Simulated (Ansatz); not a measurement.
## Ansatz (development build ahead of 0.2.0) run

```yaml
crystal:
  periodic: [false, false, false]
  atoms:
    - { symbol: P, position_ang: [0.0, 0.0, 0.0] }
    - { symbol: O, position_ang: [0.0, 0.0, 3.848] }
basis:
  gaussian: { orbitals: def2-SVP }
magnetization:
  spin_polarized: true
  initial_magnetization: 1
hamiltonian:
  xc: pbe0
scf:
  omitted_lower_state_checks: [stability, starts, atomic_configurations, cluster_reference, orbital_swaps, given_window_search, neighbouring_geometries, increment]
output:
  forces: true
```

The input is written out in the form of the current development build from the run's settings.

Results

| Quantity | Value |
| --- | --- |
| Converged | yes |
| Total energy | -415.94762 hartree |
| Spin squared of the determinant | 2.737 |

Forces (eV/Å):
| atom | Fx | Fy | Fz |
| --- | --- | --- | --- |
| P1 | 0.000 | 0.000 | 0.084 |
| O2 | 0.000 | 0.000 | -0.084 |

Caution: charge can spread falsely over distant fragments; the unrestricted determinant is a mixture of spin states.
